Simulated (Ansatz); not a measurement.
bcc Ba was calculated with PBEsol (plane waves, PAW; Ansatz, a first-principles code).

Run with plane-wave cutoff 520 eV, 18×18×18 k mesh, Fermi–Dirac smearing 0.1 eV, perturbation theory, force constants from a 6×6×6 q mesh, scalar-relativistic PAW data made under PBE.

Computed at the level's own relaxed cell. Harmonic vibrational thermodynamics at fixed volume:

| T (K) | S_vib (J/K per mol of atoms) | C_V (J/K per mol of atoms) | F_vib (eV/atom) |
|---|---|---|---|
| 0 | 0.00 | 0.00 | 0.0095 |
| 200 | ? | ? | ? |
| 400 | ? | ? | ? |
| 500 | ? | ? | ? |
| 600 | ? | ? | ? |
| 700 | ? | ? | ? |
| 900 | ? | ? | ? |

### Question
Complete the blanks.

### Answer

- 200, S_vib (J/K per mol of atoms): 51.66
- 200, C_V (J/K per mol of atoms): 24.63
- 200, F_vib (eV/atom): -0.0547
- 400, S_vib (J/K per mol of atoms): 68.83
- 400, C_V (J/K per mol of atoms): 24.86
- 400, F_vib (eV/atom): -0.1816
- 500, S_vib (J/K per mol of atoms): 74.38
- 500, C_V (J/K per mol of atoms): 24.89
- 500, F_vib (eV/atom): -0.2560
- 600, S_vib (J/K per mol of atoms): 78.92
- 600, C_V (J/K per mol of atoms): 24.90
- 600, F_vib (eV/atom): -0.3355
- 700, S_vib (J/K per mol of atoms): 82.76
- 700, C_V (J/K per mol of atoms): 24.91
- 700, F_vib (eV/atom): -0.4193
- 900, S_vib (J/K per mol of atoms): 89.02
- 900, C_V (J/K per mol of atoms): 24.92
- 900, F_vib (eV/atom): -0.5976

The crystal is taken as a harmonic solid at every temperature: melting, phase changes and thermal expansion are not seen, nor the electrons' share in a metal.
